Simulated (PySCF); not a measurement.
Compound: 3-methylpentane, C6H14.
Z-matrix (Å and degrees, GFN2-xTB geometry), rows numbered from 1:
```
C 
C   1  1.5247
C   2  1.5345  1  114.00
C   3  1.5267  2  111.33  1   -63.81
C   3  1.5345  2  109.03  1   172.97
C   5  1.5247  3  114.01  2  -172.73
H   1  1.0868  2  111.37  3    67.36
H   1  1.0879  2  110.03  3  -172.99
H   1  1.0881  2  110.52  3   -53.36
H   2  1.0933  1  108.49  3   120.87
H   2  1.0927  1  109.33  3  -122.24
H   3  1.0965  2  108.31  1    55.34
H   4  1.0866  3  110.75  2   178.90
H   4  1.0867  3  110.76  2    59.49
H   4  1.0883  3  110.33  2   -60.81
H   5  1.0927  3  109.01  2    64.81
H   5  1.0932  3  108.38  2   -51.81
H   6  1.0869  5  111.38  3   -67.34
H   6  1.0880  5  110.00  3   172.99
H   6  1.0881  5  110.52  3    53.39
```

Method used: PBE0/def2-SVPD in PySCF (dipole) on a GFN2-xTB geometry, gas phase.

Masses are those of the commonest isotopes; rigid-rotor values at the optimised geometry. The values belong to one conformer with, in the numbering `[CH3:1][CH2:2][CH:3]([CH3:4])[CH2:5][CH3:6]`, C1–C2–C3–C4 -64°, C2–C3–C5–C6 -173°.

Problem. Give the principal moments of inertia and the rotational constants in MHz.

Solution. Ia = 76.03, Ib = 269.48, Ic = 312.91 u·Å²; 505379 MHz·u·Å²/I gives A = 6647, B = 1875, C = 1615 MHz.

Problem. Classify the top.

Solution. An asymmetric top. Ray's parameter κ = (2B − A − C)/(A − C) = -0.897; −1 is the prolate and +1 the oblate limit.

Problem. Is it planar, by Δ = Ic − Ia − Ib?

Solution. Not planar: Δ = Ic − Ia − Ib = -32.60 u·Å². For a rigid frame Δ = −2 Σ m c², so Σ m c² = 16.30 u·Å² lies off the ab plane: 11.16 from hydrogen and 5.14 from heavier atoms. The atom farthest from that plane is 1.38 Å away.

Problem. Give the other two planar moments, Paa and Pbb, and the rms extents of the mass along the axes.

Solution. Paa = Σ m a² = (Ib + Ic − Ia)/2 = 253.18 and Pbb = Σ m b² = (Ia + Ic − Ib)/2 = 59.73 u·Å². With the mass M = 86.11 u, the rms extents √(P/M) along a, b and c are 1.71, 0.83, 0.44 Å.

The dipole components are |μa| = 0.00 D, |μb| = 0.09 D, |μc| = 0.02 D.

GFN2-xTB frequencies: not computed here. These are rigid-rotor constants of the computed structure; measured ground-state constants (B0) also hold zero-point vibration. A rigid rotor knows nothing of internal rotation, which can split or shift real lines.
